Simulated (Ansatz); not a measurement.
Si2 (disilicon): methods side by side

The species is Si2 (2 atoms), meant as a triplet with charge 0. SMILES: `[Si]=[Si]`. The shape is that of a GFN2-xTB optimisation.

| atom | x (Å) | y (Å) | z (Å) |
| --- | --- | --- | --- |
| Si | 0.0000 | 0.0000 | 0.0000 |
| Si | 0.0000 | 0.0000 | 2.1742 |

Each level gives the energy change with the Si1–Si2 bond stretched from 2.174 to 4.348 Å (eV). The values are calculated.

| level | kind | program | value (eV) | CPU time (all runs) |
| --- | --- | --- | --- | --- |
| UBLYP/6-31G | GGA | Ansatz | 2.57 | 39 s |
| UBHLYP/6-31G | global hybrid | Ansatz | 2.25 | 28 s |
| UCAM-B3LYP/6-31G | range-separated hybrid | Ansatz | 2.37 | 22 s |
| RPA@PBE/6-31G | RPA | Ansatz | 1.94 | 51 s |
| UBCCD(T)/6-31G | coupled cluster or CI | Ansatz | 2.08 | 5.7 s |
| UCCSD(T)/6-31G | coupled cluster or CI | Ansatz | 2.06 | 5.2 s |
| UCCSD/6-31G | coupled cluster or CI | Ansatz | 2.05 | 5.2 s |
| UCCSDT/6-31G | coupled cluster or CI | Ansatz | 2.06 | 9.7 s |

The first shape isn't each level's own minimum. The values span 1.94 to 2.57 eV. Spin contamination of the reference (⟨S²⟩ at least 0.1 too high) touches UBLYP/6-31G, UBHLYP/6-31G, UCAM-B3LYP/6-31G, RPA@PBE/6-31G, UBCCD(T)/6-31G, UCCSD(T)/6-31G, UCCSD/6-31G, UCCSDT/6-31G. The coupled-cluster rows rest on a doubtful reference here (large T1 or Brueckner and Hartree–Fock orbitals at odds), and rows may lie in different states. All rows use very small basis sets, so none should be taken for the real molecule's value. CPU times are rough (shared hosts, several kinds of processor): they show what a rung costs within a factor of a few.
